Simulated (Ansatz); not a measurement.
# BH2F+ (doublet): the correlation ladder, cc-pVTZ

Aim: climb from Hartree-Fock through coupled cluster for BH2F+ (doublet) at one geometry and basis, and see what each rung misses.

Method: cc-pVTZ, core rule «outside noble gas», up to 2 orbitals frozen; program: Ansatz 0.2.0, Gaussian basis.

To be run: UHF; CCSD(T) on ROHF; CCSD(T) on UHF; BCCD(T) on ROHF; CCSDT(Q) on ROHF; CCSDT(Q) on UHF.

7 further runs of the same task are left out: 6 for a known fault of the program, 1 set aside as unsound or not needed.

**1. The geometry**

The geometry is a PBE0/def2-TZVP stationary point (not a proven minimum) of the parent state, kept for this charge and spin.

4 atoms, charge 1, spin multiplicity 2.

Atoms are counted from 1 here; the program's logs count them from 0.

Bond lengths: B1–F2 1.317 Å, B1–H3 1.197 Å, B1–H4 1.197 Å. Angles: F2–B1–H3 117.8°, F2–B1–H4 117.8°, H3–B1–H4 124.4°.

**2. UHF**

in.yaml

```yaml
crystal:
  periodic: [false, false, false]
  atoms:
    - {symbol: B, position_ang: [0.000000, 0.000000, 0.750638]}
    - {symbol: F, position_ang: [0.000000, 0.000000, -0.566075]}
    - {symbol: H, position_ang: [0.000000, 1.058917, 1.309286]}
    - {symbol: H, position_ang: [0.000000, -1.058917, 1.309286]}
basis:
  gaussian: {orbitals: cc-pVTZ}
total_charge: 1
magnetization: {spin_polarized: true, initial_magnetization: 1}
hamiltonian: {xc: hf}
output: {orbitals: {seedname: orbitals}}
```

Started as:

```sh
$ ansatz run in.yaml --threads 1 --pin off --events-out ev --progress --plain --max-ram 4096MiB --backend cpu
```

The runs that follow: CCSD(T) on ROHF; CCSD(T) on UHF; BCCD(T) on ROHF; CCSDT(Q) on ROHF; CCSDT(Q) on UHF.

Q: Predict the results of all the runs planned. Wanted: UCCSDT(Q) below the RHF energy; RMP2 from UCCSDT(Q); UMP2 from UCCSDT(Q); RCCSD from UCCSDT(Q); RCCSD(T) from UCCSDT(Q); UCCSD(T) from UCCSDT(Q); RCCSDT(Q) from UCCSDT(Q); T1 diagnostic.

**Answer**, as computed:

```
                         quantity                                                   value
   UCCSDT(Q) below the RHF energy                                             -10.2981 eV
              RMP2 from UCCSDT(Q)                                         +14.99 kcal/mol
              UMP2 from UCCSDT(Q)                                         +15.85 kcal/mol
             RCCSD from UCCSDT(Q)                                          +9.06 kcal/mol
          RCCSD(T) from UCCSDT(Q)                                          +0.67 kcal/mol
          UCCSD(T) from UCCSDT(Q)                                          +0.75 kcal/mol
         RCCSDT(Q) from UCCSDT(Q)                                          +0.26 kcal/mol
levels within 1 kcal/mol (43 meV)  RCCSD(T), UCCSD(T), BCCD(T), RCCSDT, UCCSDT, RCCSDT(Q)
                    T1 diagnostic                                                   0.036
```

RCCSD(T) misses by +0.67 kcal/mol, 0.3 % of the correlation energy. These misses are within one basis, not against nature; the frozen cores of restricted and unrestricted runs differ, which can shift their rows.
